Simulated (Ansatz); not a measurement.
# Bend profile

CH₃NaSi, closed shell, at its PBE0-D4/def2-TZVP minimum:

```
6
angstrom
Na -1.8246 -0.8040 -1.6934
C -0.4067 -0.8144 0.0510
Si 0.5363 0.5836 0.2635
H -0.2663 -1.6249 0.7693
H 0.3945 1.7299 -0.6827
H 1.5669 0.9298 1.2923
```

The angle H6–Si3–Na1 (167.9° at the minimum) is set to the values below, H6, with anything bonded beyond it, turning rigidly in the plane of the angle. Each method's energies count from its own value at the PBE0-D4 minimum structure. Computed with Ansatz 0.2.0 (basis: def2-TZVPP); correlated methods freeze the cores. The outer core shell of Li, Na, Mg and K is correlated. The def2 sets are not built for correlating such inner shells, so the correlated values are less sure here.

CCSD(T) energies along the scan:
```
angle (°)  CCSD(T) (kJ/mol)
    137.9              64.3
    143.1              44.3
    148.2              28.3
    153.3              15.8
    158.5               6.8
    163.6               1.6
    168.7               0.0
    173.9               2.2
    179.0               8.3
```
They count from the CCSD(T) energy at the PBE0-D4 minimum.

Minimum and curvature along this coordinate at CCSD(T): A fifth-order fit through the nearest points gives 168.4°, with a curvature of about 1.5 meV/deg².

Largest difference from the CCSD(T) curve over the scan: PBE0-D4 2.6; wB97M-V 2.7; HF 6.8 kJ/mol. Each curve counts from its own value at the minimum.

The T1 diagnostic stays at or below 0.019. The restricted Hartree–Fock reference is unstable towards an unrestricted one here.

For scale, one of the runs: CCSD(T)/def2-TZVPP, 147 basis functions (an equivalent command: `ansatz run in.yaml --threads 2`). Time: 15 s of wall clock on 2 CPU threads; the host was shared. Peak host memory: 0.94 GiB.
